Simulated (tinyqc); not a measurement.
Worked calculation: RKS/B3LYP (VWN-RPA form) in the sto-6g basis, for H2O, spin multiplicity 1. One step of it, computed by the program tinyqc.

Problem. Iteration 2: DIIS coefficients. Solve [B -1; -1 0][c; lambda] = [0; -1] for the coefficients, which sum to one.

B (overlaps of the stored error matrices):
```
[[2.6671616e-01, -4.4944461e-01],
 [-4.4944461e-01, 2.9479160e+00]]
```

Give: DIIS coefficients.

Solution.

DIIS coefficients: [0.8259, 0.1741]
